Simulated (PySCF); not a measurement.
How good is the calculation?

Bonds (- single, = double, # triple, : aromatic): C1#C2 1.201 Å, C2-C3 1.442 Å, C3-C4 1.507 Å, C3=O5 1.205 Å. C1 carries H6; C4 carries H7, H8, H9.

Isolated molecule, non-relativistic, a single conformation, rapidly exchanging positions averaged. Geometry from GFN2-xTB; NMR shieldings at PBE0/pcSseg-1/GIAO; PySCF 2.14.0 with density-fitted response routines.

Reference values: measured (solution, not stated per compound (mostly CDCl3 or CCl4); Pretsch, Buehlmann, Badertscher, Structure Determination of Organic Compounds, 4th ed. (2009)).
| atoms | quantity | reference | computed | computed, scaled |
| --- | --- | --- | --- | --- |
| C2 | δ ¹³C | 81.9 | 84.4 | 80.1 |
| C1 | δ ¹³C | 78.1 | 86.1 | 81.7 |

Computed shifts are σ(ref) − σ with the named reference compound (TMS for H and C) calculated as an isolated molecule at the same level. The measured values may be among those fitted. Shieldings were converted by linear fits to measured shifts (mostly CDCl3, TMS scale, for H and C): ¹³C: δ = 179.97 − 0.974σ (rms 2.1 ppm, 958 shifts, 2.3 ppm with the 13 outliers that the fit left out). Occasional misses reach two or three times the rms, and more in compound classes unlike the fitted ones.

How far are the unscaled ¹³C shifts from the references?

Results:

Mean signed difference +5.25 ppm, mean absolute 5.25 ppm over 2 comparisons; the largest is +8.0 ppm at C1 (terminal alkyne carbon).
